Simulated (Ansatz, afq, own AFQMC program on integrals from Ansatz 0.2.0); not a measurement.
# SiH₂O, triplet in aug-cc-pVDZ, levels against CCSDT(Q)

```xyz
4

Si    0.0000    0.0000    0.5550
O     0.0000    0.0000   -1.1214
H     0.0000    1.3319    1.1682
H     0.0000   -1.3319    1.1682
```

Connectivity, by distances: SiH2–O.

Basis aug-cc-pVDZ. Noble-gas cores (and the filled d shells of Ga–Kr and In–Xe) are frozen. Ansatz 0.2.0 and our own AFQMC program on the same integrals; the CISD trial comes from CCSD amplitudes, and released means the phaseless constraint is let go. ± is one standard error of the sampling.

Determinant: UHF, the one that the program's search chose, which needn't be the lowest solution. The geometry is a PBE0/def2-TZVP stationary point of this or a neighbouring charge and spin state.

No full CI on the walks' own integrals is used here; CCSDT(Q) serves as the reference and is uncertain by about the last step of the cluster series.

Cautions: lower spins were not checked; released walk and highest rung disagree (by 20 meV at 2.40 1/Eh).

The T1 diagnostic is 0.0228, the weight of the determinant in the CISD state is 0.882 and the ⟨S²⟩ of the determinant is 2.026. The size of the correlated space is 12 electrons in 62 orbitals.

Reference: CCSDT(Q), correlation energy -7.754 eV. The released energy is read at 2.40 1/Eh (meV from the phaseless value at times in 1/Eh: -5 ± 4 at 0.24, -10 ± 4 at 0.51, -11 ± 6 at 0.99, -11 ± 7 at 1.62, 4 ± 7 at 2.40).

| level | E − E(reference) (kcal/mol) | share of correlation (%) |
| --- | --- | --- |
| HF | 178.82 | 0.00 |
| MP2 | 27.23 | 84.77 |
| CCSD | 5.87 | 96.72 |
| CCSD(T) | 1.14 | 99.36 |
| CCSDT | 0.32 | 99.82 |
| ph-AFQMC/HF | 1.43 ± 0.66 | 99.20 |
| ph-AFQMC/CISD | 0.37 ± 0.11 | 99.79 |
| released AFQMC | 0.45 ± 0.16 | 99.75 |

A walk keeps the symmetry of its determinant, which the program's search chose and which needn't be the lowest solution, so a lower state of the same spin and another symmetry isn't excluded. Released energies are given only where the last usable release times agree within the noise; a slower fall can still hide under it.
